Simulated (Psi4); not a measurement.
Process, species as SMILES: S (H2S) → [SH-] + H+
B3LYP-D3(BJ)/def2-TZVP geometries, fixed; electronic energies without zero-point terms.

Energies in hartree at MP2 with Psi4; the deprotonation energy is their sum with the coefficients shown, times 627.509 kcal/mol a hartree; the bare proton counts zero. All functions are spherical. Density fitting with the program's default auxiliary sets. Cores are frozen. No added dispersion term, no relativity.

```tsv
species	coefficient	part	aug-cc-pV(D+d)Z	aug-cc-pV(T+d)Z	aug-cc-pV(Q+d)Z
S (H2S)	-1	Hartree-Fock	-398.70215	-398.71579	-398.71918
S (H2S)	-1	correlation	-0.15659	-0.19505	-0.20860
[SH-]	+1	Hartree-Fock	-398.13553	-398.14616	-398.14911
[SH-]	+1	correlation	-0.16150	-0.20032	-0.21490
```

Question: Predict the deprotonation energy in aug-cc-pV(5+d)Z (X = 5): let each Hartree-Fock step shrink by the ratio of the last two, and fit each correlation energy at X = 3 and 4 to E + A/X^3. Compare with the run.

Answer: 
- S (H2S): steps -0.01364 and -0.00339, ratio 0.249, so Hartree-Fock -398.72002 (run: -398.71983); A = (-0.19505 - (-0.20860))/(1/27 - 1/64) = 0.6328, correlation -0.20860 - A/64 + A/125 = -0.21343 (run: -0.21453).
- [SH-]: steps -0.01063 and -0.00295, ratio 0.278, so Hartree-Fock -398.14993 (run: -398.14961); A = (-0.20032 - (-0.21490))/(1/27 - 1/64) = 0.6809, correlation -0.21490 - A/64 + A/125 = -0.22009 (run: -0.22129).
Predicted 353.56 kcal/mol; the run in aug-cc-pV(5+d)Z gives 353.58, a miss of -0.02. Keeping the value in aug-cc-pV(Q+d)Z, 353.77, would miss by 0.19. All sums are of the energies as printed.
